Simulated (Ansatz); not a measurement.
# C2H3FS: a ladder of functionals and wavefunction methods

One table from this session's results is given with a row withheld; the runs are named, their logs left out.

The runs use Ansatz 0.2.0, Gaussian basis; functionals in def2-TZVPP, the program's frozen cores in correlated methods.

The runs, in order: LDA (SPW92), PBE-D4, revPBE-D4, BLYP-D4, r2SCAN-D4, B97M-V, PBE0-D4, B3LYP-D4, r2SCANh-D4, r2SCAN0-D4, HSE06-D4, BHLYP-D4, CAM-B3LYP-D4, LC-ωPBE, ωB97X-V, ωB97M-V, B2PLYP, PBE-QIDH; CCSD(T)/def2-SVP; CCSD(T)/def2-TZVPP; MP2/def2-QZVPP; extrapolation to the limit; RPA on PBE.

## Structure used throughout

An earlier PBE0-D4 in a triple-zeta def2 set relaxation fixed the geometry.

7 atoms, charge 0, spin multiplicity 1.

Atoms are counted from 1 here; the program's logs count them from 0.

Bond lengths: F1–C2 1.340 Å, C2–C3 1.323 Å, C2–H5 1.082 Å, C3–S4 1.741 Å, C3–H6 1.082 Å, S4–H7 1.342 Å. Angles: F1–C2–C3 122.0°, F1–C2–H5 113.2°, C3–C2–H5 124.9°, C2–C3–S4 127.4°, C2–C3–H6 118.0°, S4–C3–H6 114.5°, C3–S4–H7 96.5°.

The first run:

in.yaml

```yaml
crystal:
  periodic: [false, false, false]
  atoms:
    - {symbol: F, position_ang: [-0.749918, -1.013910, -1.105440]}
    - {symbol: C, position_ang: [-0.571922, -0.684175, 0.181148]}
    - {symbol: C, position_ang: [0.228844, 0.303072, 0.546746]}
    - {symbol: S, position_ang: [1.175589, 1.336071, -0.486561]}
    - {symbol: H, position_ang: [-1.142726, -1.301886, 0.861570]}
    - {symbol: H, position_ang: [0.325328, 0.514844, 1.603804]}
    - {symbol: H, position_ang: [0.796006, 0.778083, -1.646868]}
basis:
  gaussian: {orbitals: def2-TZVPP}
hamiltonian: {xc: lda}
output: {orbitals: {seedname: orbitals}}
```

Started as:

```
$ ansatz run in.yaml --threads 2 --pin off --events-out ev --progress --plain --max-ram 4352MiB
```

Among the steps run: LDA; PBE-D4 (GGA); revPBE-D4 (GGA); BLYP-D4 (GGA); r2SCAN-D4 (meta-GGA); B97M-V (meta-GGA); PBE0-D4 (hybrid); B3LYP-D4 (hybrid); r2SCANh-D4 (hybrid); r2SCAN0-D4 (hybrid); HSE06-D4 (hybrid); BHLYP-D4 (hybrid); CAM-B3LYP-D4 (range-separated); LC-ωPBE (range-separated); ωB97X-V (range-separated); ωB97M-V (range-separated); B2PLYP (double hybrid); PBE-QIDH (double hybrid).

One of the session's tables, all rows but one given; the rest of the session is left out.

It belongs to the step «Orbital energies across the functionals». 

```
  functional  HOMO (eV)  gap (eV)
 LDA (SPW92)      -5.56      4.56
      PBE-D4      -5.39      4.63
   revPBE-D4      -5.33      4.66
     BLYP-D4      -5.25      4.61
   r2SCAN-D4      -5.60      5.05
      B97M-V      -5.65      5.18
     PBE0-D4      -6.53      6.74
    B3LYP-D4      -6.32      6.29
  r2SCANh-D4      -6.03      5.83
  r2SCAN0-D4          ?         ?
    HSE06-D4      -6.13      5.96
    BHLYP-D4      -7.54      8.83
CAM-B3LYP-D4      -7.83      9.16
     LC-ωPBE      -9.16     11.65
     ωB97X-V      -8.79     11.23
     ωB97M-V      -8.66     11.00
```

Estimate the missing values for r2SCAN0-D4.

Worked estimate for «HOMO (eV)». Against the share of exact exchange, r2SCAN-D4 (0, -5.60), r2SCANh-D4 (0.1, -6.03) give a slope of -4.30 per unit share; at 0.25 the line stands at -6.67.

As computed: HOMO (eV): -6.67; gap (eV): 7.00. In «HOMO (eV)» the line misses by 0.00.
